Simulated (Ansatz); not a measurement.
Wavefunction ladder for C3H6ClFO (`CC(Cl)OCF`)

```xyz
12

C    -0.859    1.562    0.192
C     0.195    0.512    0.006
Cl    1.222    0.922   -1.437
O    -0.427   -0.716   -0.171
C     0.399   -1.818   -0.124
F     0.883   -2.005    1.151
H    -1.522    1.583   -0.673
H    -0.400    2.542    0.314
H    -1.444    1.325    1.083
H     0.904    0.477    0.834
H    -0.212   -2.681   -0.388
H     1.262   -1.703   -0.787
```

The species carries charge 0 and has multiplicity 1. The structure was optimised at the PBE0-D4/def2-TZVP level. It is one conformer, not always the lowest. Frozen core, restricted reference, Ansatz 0.2.0. CBS rows extrapolate triple and quadruple zeta; past MP2 they add the triple-zeta difference.

```tsv
basis	HF (Eh)	MP2 corr.
def2-SVP	-750.52328	-0.92021
def2-TZVPP	-751.02956	-1.18818
def2-QZVPP	-751.05548	-1.28442
```

(1) Estimate the CCSD correlation energy and the (T) correction in each basis where they were run (hartree).

Results:

(1) 
```tsv
basis	CCSD corr.	(T)
def2-SVP	-0.97378	-0.02467
def2-TZVPP	-1.23244	-0.04750
CBS(def2)	-1.39996	as TZ
```
